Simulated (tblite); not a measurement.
Species: CH3O2 (doublet state).
Atom-mapped SMILES: `[O:1][CH2:2][OH:3]` (hydrogens: H4, H5 on C2; H6 on O3)

Structure used (GFN2-xTB), in Å, numbered top down from 1:
```
atom  x, y, z in Å
O1    -0.685    0.674    0.963
C2    -0.297   -0.136    0.060
O3     0.957    0.054   -0.524
H4    -1.027   -0.209   -0.801
H5    -0.314   -1.214    0.404
H6     1.369    0.833   -0.124
```

Method: GFN2-xTB as coded in tblite; computed harmonic values from a numerical Hessian at the method's own geometry, unscaled. This tight-binding method is rough: wavenumbers can miss measured ones by several per cent, in bad cases by 10 to 20. One conformer, not necessarily the lowest. Open shells enter through the occupations alone, without spin polarisation, and single modes of such species can be off by tens of per cent.

Harmonic wavenumbers (cm⁻¹): 376.4, 528.2, 769.0, 997.9, 1076.0, 1113.9, 1223.6, 1253.7, 1376.7, 2433.2, 2550.2, 3495.4.

A = 52050, B = 11255, C = 9790 MHz; mass 47.013 u (most abundant isotopes); point group Cs, symmetry number 1; spin multiplicity 2.

**Question.** Zero-point energy?

**Answer.** Half the sum of the wavenumbers: 8597 cm⁻¹ = 102.84 kJ/mol.

**Question.** What is S at 500 K and 1 bar for an ideal gas of classical rigid rotors and harmonic oscillators?

**Answer.** Translation 167.62, rotation 96.63, vibration 24.97, spin (R ln 2) 5.76: S = 295.0 J/(mol K).

**Question.** And Cp and H(500 K) − H(0)?

**Answer.** Cp = 75.00 J/(mol K), of which vibrations give 41.74 (their classical limit is 12 R = 99.8); H(500 K) − H(0) = 24.95 kJ/mol without the zero-point energy, 8.32 from vibrations.

**Question.** How do the functions run with temperature in this model?

**Answer.** 
| T (K) | S (J/(mol K)) | Cp (J/(mol K)) | H − H(0) (kJ/mol) | G − H(0) (kJ/mol) | ln q(vib) |
| --- | --- | --- | --- | --- | --- |
| 100 | 216.8 | 34.6 | 3.35 | -18.33 | 0.00 |
| 200 | 243.0 | 42.7 | 7.18 | -41.42 | 0.10 |
| 300 | 262.3 | 53.7 | 11.98 | -66.71 | 0.31 |
| 800 | 335.1 | 95.4 | 50.81 | -217.28 | 2.31 |
| 1000 | 357.4 | 104.0 | 70.80 | -286.58 | 3.22 |

q(vib) and H(0) count from the zero-point level.

**Question.** What must be added to the electronic energy to get the Gibbs energy at 500 K and 1 bar?

**Answer.** ZPE + [H(500 K) − H(0)] − T·S = 102.84 + 24.95 − 147.49 = -19.70 kJ/mol.

**Question.** Which modes carry the vibrational entropy at 500 K?

**Answer.** 376.4 cm⁻¹: 8.05; 528.2 cm⁻¹: 5.59; 769.0 cm⁻¹: 3.22; 997.9 cm⁻¹: 1.92; 1076.0 cm⁻¹: 1.60; 1113.9 cm⁻¹: 1.47 J/(mol K); the other 6 give 3.11 together.

Other conformers, if any are populated, would add a mixing term that is left out.
